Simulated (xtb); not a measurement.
C2H5O, SMILES C(C)[O] (connectivity only; charge and spin as stated), charge -1, multiplicity 1. All values are semi-empirical tight-binding results from xtb (GFN2-xTB unless named), good for trends rather than for accurate numbers. The structure is a stationary point at GFN2-xTB. The spin state was assumed, not searched. The isomer is the one that the SMILES or the coordinates give; other isomers of the formula were not compared.

```yaml
point_group_as_xtb_finds_it: Cs
orbital_gap: 10.53 eV
zero_point_energy: 39.0 kcal/mol
G − E(el) at 298.15 K (modified RRHO): 23.3 kcal/mol
static polarisability (D4 model): 37.4 bohr³
solvation energy, GFN2-xTB/ALPB(water): -72.5 kcal/mol
solvation energy, GFN2-xTB/ALPB(hexane): -42.3 kcal/mol
```

Computed IR lines (harmonic; lines under 4 % of the strongest left out, lines within 3 cm⁻¹ merged):
ν (cm⁻¹): 817 (w), 997 (w), 1137 (w), 1235 (s), 1388 (m), 1509 (m), 1982 (vs), 2238 (s), 2920 (m), 2984 (m), 2993 (w) (against the strongest line: vs over 80 %, s over 45 %, m over 15 %, w over 4 %, vw less)
